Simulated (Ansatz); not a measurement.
Process, species as SMILES: C=C (C2H4) + 2 [H][H] (H2) → 2 C (CH4)
B3LYP-D3(BJ)/def2-TZVP geometries, fixed; electronic energies without zero-point terms.

Basis-set convergence of the energy of full hydrogenation at MP2 with Ansatz (an electronic-structure program). Cartesian d functions, on some or all atoms, in 6-31+G*; all else is spherical. Cores are frozen. No added dispersion term, no relativity. Functions are those of the species that has most. Reference: Hartree-Fock in aug-cc-pVQZ plus the correlation part extrapolated as X^-3 from aug-cc-pVTZ and aug-cc-pVQZ, -58.60 kcal/mol, itself unsure by roughly 0.14 kcal/mol (a third of the extrapolation step and of the last Hartree-Fock step). Deviations are taken from unrounded values.

```json
[
 {"basis": "def2-SV(P)", "functions": "36", "energy of full hydrogenation (kcal/mol)": "-54.01", "minus reference (kcal/mol)": "4.59"},
 {"basis": "6-31+G*", "functions": "46", "energy of full hydrogenation (kcal/mol)": "-55.87", "minus reference (kcal/mol)": "2.73"},
 {"basis": "def2-SVP", "functions": "48", "energy of full hydrogenation (kcal/mol)": "-61.75", "minus reference (kcal/mol)": "-3.15"},
 {"basis": "6-311+G**", "functions": "68", "energy of full hydrogenation (kcal/mol)": "-58.04", "minus reference (kcal/mol)": "0.56"},
 {"basis": "def2-SVPD", "functions": "72", "energy of full hydrogenation (kcal/mol)": "-61.53", "minus reference (kcal/mol)": "-2.93"},
 {"basis": "def2-TZVP", "functions": "86", "energy of full hydrogenation (kcal/mol)": "-57.35", "minus reference (kcal/mol)": "1.25"},
 {"basis": "6-311++G(2d,2p)", "functions": "94", "energy of full hydrogenation (kcal/mol)": "-59.10", "minus reference (kcal/mol)": "-0.49"},
 {"basis": "def2-TZVPD", "functions": "110", "energy of full hydrogenation (kcal/mol)": "-57.04", "minus reference (kcal/mol)": "1.56"},
 {"basis": "def2-TZVPP", "functions": "118", "energy of full hydrogenation (kcal/mol)": "-59.21", "minus reference (kcal/mol)": "-0.61"},
 {"basis": "def2-TZVPPD", "functions": "142", "energy of full hydrogenation (kcal/mol)": "-59.15", "minus reference (kcal/mol)": "-0.55"},
 {"basis": "6-311++G(3df,3pd)", "functions": "150", "energy of full hydrogenation (kcal/mol)": "-58.86", "minus reference (kcal/mol)": "-0.26"},
 {"basis": "def2-QZVPP", "functions": "234", "energy of full hydrogenation (kcal/mol)": "-58.97", "minus reference (kcal/mol)": "-0.37"},
 {"basis": "def2-QZVPPD", "functions": "258", "energy of full hydrogenation (kcal/mol)": "-58.93", "minus reference (kcal/mol)": "-0.33"}
]
```

The smallest set listed that lies within 2 kcal/mol of the reference with all its larger relatives (same family, alike in diffuse functions; a set with none counts only in the reference's own line) is 6-311+G** (68 functions, 0.56 kcal/mol off).
